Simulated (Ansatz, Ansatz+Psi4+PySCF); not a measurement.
```xyz
2

Ni    0.0000    0.0000    0.0000
O     1.5916    0.3228   -0.0993
```

Basis set: cc-pVTZ (spherical functions). Charge 0, multiplicity 3.

Computed with Ansatz (development build ahead of 0.2.0); each method stands on the lowest determinant of its kind that the runs found.

Q: Give the atomization energy at this shape (free ground-state atoms in the same class of orbitals less the molecule, no zero-point energy) of triplet NiO by ROHF, UHF.

A:

```tsv
method	atomization energy
ROHF	-102.0 kJ/mol
UHF	10.1 kJ/mol
```

Caution: another spin multiplicity may lie lower. Caution for ROHF: an unrestricted determinant lies well below; the molecule lies well above its atoms at this level. Caution for UHF: the unrestricted determinant is a mixture of spin states.
